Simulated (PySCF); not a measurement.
# C3H6: the cost of one run

Program: PySCF 2.14.0. Level of theory: levels as typed in each script, gas phase, geometry from GFN2-xTB. These are calculated values, not measurements.

## (1) Starting geometry

SMILES `[CH2]C[CH2]`, 9 atoms, charge 0, spin multiplicity 3.

Bond lengths: C1–C2 1.476 Å, C1–H4 1.073 Å, C1–H5 1.071 Å, C2–C3 1.476 Å, C2–H6 1.108 Å, C2–H7 1.111 Å, C3–H8 1.073 Å, C3–H9 1.071 Å. Angles: C2–C1–H4 120.2°, C2–C1–H5 120.7°, H4–C1–H5 118.8°, C1–C2–C3 113.6°, C1–C2–H6 109.5°, C1–C2–H7 110.4°, C3–C2–H6 110.5°, C3–C2–H7 109.3°, H6–C2–H7 103.1°, C2–C3–H8 120.2°, C2–C3–H9 120.7°, H8–C3–H9 118.8°.

As a file:

```xyz
9
charge 0, multiplicity 3
C    -1.2349    0.2794    0.0030
C     0.0000   -0.5294   -0.0008
C     1.2350    0.2794   -0.0026
H    -2.1884   -0.1919   -0.1364
H    -1.2043    1.3234    0.2405
H    -0.0134   -1.2202   -0.8676
H     0.0134   -1.2191    0.8698
H     2.1884   -0.1917    0.1374
H     1.2044    1.3231   -0.2414
```

## (2) Response to an electric field (LDA (SVWN)/aug-cc-pvdz)

The input, input.py:

```python
import numpy as np
from pyscf import gto, scf, dft
from pyscf.scf import atom_ks, atom_hf
from scipy.linalg import block_diag

def solve(mol, dm0=None, hcore=None):
    mf = (dft.UKS if mol.spin else dft.RKS)(mol, xc='svwn')
    mf.grids.level = 3
    mf = mf.density_fit(auxbasis='def2-universal-jkfit')
    mf.conv_tol, mf.max_cycle = 1e-8, 80
    if hcore is not None:
        mf.get_hcore = lambda *args: hcore
    mf.kernel(dm0)
    if not mf.converged:
        mf = mf.newton().run(mf.mo_coeff, mf.mo_occ, max_cycle=30)
    assert mf.converged, 'SCF not converged'
    return mf

mol = gto.M(atom='''
C     -1.23495     0.27942     0.00303
C     -0.00001    -0.52945    -0.00077
C      1.23496     0.27941    -0.00264
H     -2.18839    -0.19189    -0.13644
H     -1.20434     1.32344     0.24053
H     -0.01337    -1.22019    -0.86760
H      0.01337    -1.21912     0.86984
H      2.18839    -0.19173     0.13740
H      1.20435     1.32314    -0.24144
''', basis='aug-cc-pvdz', charge=0, spin=2, verbose=4)
field = np.array([-0.01, -0.0, -0.0])  # atomic units
mol.set_common_orig(mol.atom_charges() @ mol.atom_coords() / mol.atom_charges().sum())
mf = solve(mol)
out = dict(dm0=mf.make_rdm1(), d0=mf.dip_moment(unit='AU'), e0=mf.e_tot)
for name, sign in (('p', 1), ('m', -1)):
    h = mf.get_hcore() + sign * np.einsum('x,xij->ij', field, mol.intor('int1e_r'))
    mi = solve(mol, mf.make_rdm1(), h)
    out.update({'dm' + name: mi.make_rdm1(), 'd' + name: mi.dip_moment(unit='AU'), 'e' + name: mi.e_tot})
# spherically averaged free atoms, for the promolecule
atm = atom_ks.get_atm_nrks(mol, xc='svwn')
pro = block_diag(*[(atm[a[0]][2] * atm[a[0]][3]) @ atm[a[0]][2].T for a in mol._atom])
np.savez('result.npz', pro=pro, **out)
```

Launch:

```
$ OMP_NUM_THREADS=1 python input.py
```

**Question.** How long does this run take on 1 thread of Arm Neoverse V2, shared host, and how much memory does it need?

About 30 s, with a peak of 0.29 GiB.
